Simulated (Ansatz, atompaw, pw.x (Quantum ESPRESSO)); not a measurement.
# hydrogen (H) (sc): variants of one PAW (atompaw) potential in the solid

```json
{
  "Element": "hydrogen (H)",
  "Generator": "atompaw 4.2.0.5",
  "Type": "PAW",
  "Functional": "PBEsol",
  "Relativity": "scalar-relativistic",
  "Frozen core": "none",
  "Valence charge": "1",
  "Reference configuration": "1s1",
  "Partial waves": "1s (bound): rc 1.30 bohr; 1s channel at 0.5 Ry: rc 1.30 bohr; 2p channel at 0.3 Ry: rc 1.30 bohr",
  "Local potential": "troulliermartins scheme with l = 2 at 0 Ry, radius 1.20 bohr",
  "Core correction": "none",
  "Augmentation charge": "sinc compensation charge, radius 1.15 bohr; PAW radius 1.30 bohr; waves and projectors: custom polynom2 7 10 vanderbiltortho"
}
```

Crystal test: sc H in pw.x 7.5, no spin, 18³ k-points, Fermi–Dirac smearing 0.01 Ry, cutoffs set for each file from its atomic test. The reference is all-electron LAPW (Ansatz 0.2.0) with the same functional, mesh and smearing; V0 and B0 come from Birch–Murnaghan fits to the pressures at five volumes. Errors are pseudo minus all-electron; Δ is the rms difference of the E(V) curves that follow from these fits, minima aligned, over ±6 % about the mean V0. Mesh and smearing are coarse, so the numbers serve the comparison and aren't converged zero-temperature values; the lattice is a test structure that the element need not adopt.

All-electron: a0 = 1.447 Å (V0 = 3.03 Å³/atom), B0 = 107.4 GPa.

```tsv
change	cutoffs (Ry)	pw.x	a0 (Å)	a0 error (%)	B0 error (%)	Δ (meV/atom)	mean pressure error (GPa)
base	40/400	converged	1.450	+0.24	-0.5	0.5	+0.80
all radii scaled by about 0.77 (s 1.00, p 1.00 bohr); local potential troulliermartins scheme with l = 2 at 0 Ry, radius 0.92 bohr; augmentation sinc compensation charge, radius 0.88 bohr; PAW radius 1.00 bohr; waves and projectors: custom polynom2 7 10 vanderbiltortho	40/400	converged	1.448	+0.11	-0.2	0.2	+0.36
all radii scaled by about 1.03 (s 1.34, p 1.34 bohr); local potential troulliermartins scheme with l = 2 at 0 Ry, radius 1.22 bohr; augmentation sinc compensation charge, radius 1.18 bohr; PAW radius 1.34 bohr; waves and projectors: custom polynom2 7 10 vanderbiltortho	40/400	converged	1.450	+0.25	-0.5	0.5	+0.82
all radii scaled by about 1.14 (s 1.48, p 1.48 bohr); local potential troulliermartins scheme with l = 2 at 0 Ry, radius 1.36 bohr; augmentation sinc compensation charge, radius 1.30 bohr; PAW radius 1.48 bohr; waves and projectors: custom polynom2 7 10 vanderbiltortho	40/400	converged	1.451	+0.27	-0.6	0.6	+0.92
all radii scaled by about 1.26 (s 1.64, p 1.64 bohr); local potential troulliermartins scheme with l = 2 at 0 Ry, radius 1.52 bohr; augmentation sinc compensation charge, radius 1.46 bohr; PAW radius 1.64 bohr; waves and projectors: custom polynom2 7 10 vanderbiltortho	40/400	converged	1.451	+0.26	-0.6	0.6	+0.87
```

Question: Give the row for: all radii scaled by about 0.89 (s 1.16, p 1.16 bohr); local potential troulliermartins scheme with l = 2 at 0 Ry, radius 1.06 bohr; augmentation sinc compensation charge, radius 1.02 bohr; PAW radius 1.16 bohr; waves and projectors: custom polynom2 7 10 vanderbiltortho.

Answer: pw.x: converged; mean pressure error (GPa): +0.57; a0 (Å): 1.449; a0 error (%): +0.17; B0 error (%): -0.3; Δ (meV/atom): 0.4.
